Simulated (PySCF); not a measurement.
Bonds broken one at a time in the series vinyl-X. Gas-phase values, no solvent. One relaxed conformer stands for each flexible species; it need not be the lowest. Strings in code marks are SMILES.

The highest occupied spin orbital from two functionals at the same geometries (CAM-B3LYP-D3(BJ)/def2-TZVP), both in PySCF: PBE-D3(BJ)/def2-TZVP and CAM-B3LYP-D3(BJ)/def2-TZVP. 

```tsv
species	PBE-D3(BJ)/def2-TZVP (eV)
radical fragment (`[CH3]`)	-5.38
radical fragment (`[F]`)	-10.14
radical fragment (`[Cl]`)	-8.04
radical fragment (`[Br]`)	-7.43
radical fragment (`[OH]`)	-7.16
radical fragment (`C[O]`)	-5.92
radical fragment (`[NH2]`)	-7.03
radical fragment (`C[N]C`)	-5.52
radical fragment (`O=[C]O` (O–C–O–H torsion 0°))	-5.57
radical fragment (`[SiH3]`)	-5.32
```

Question: What does CAM-B3LYP-D3(BJ)/def2-TZVP give for each?

Answer: 
- radical fragment (`[CH3]`): -8.17
- radical fragment (`[F]`): -14.14
- radical fragment (`[Cl]`): -11.00
- radical fragment (`[Br]`): -10.16
- radical fragment (`[OH]`): -10.72
- radical fragment (`C[O]`): -9.26
- radical fragment (`[NH2]`): -10.18
- radical fragment (`C[N]C`): -8.55
- radical fragment (`O=[C]O` (O–C–O–H torsion 0°)): -8.65
- radical fragment (`[SiH3]`): -7.59
Over these rows, drawn at random from the members with no instability flagged (it was tested for open shells, ions and some series alone), PBE minus CAM-B3LYP-D3(BJ): mean +3.09 eV, from +2.26 eV to +4.00 eV.
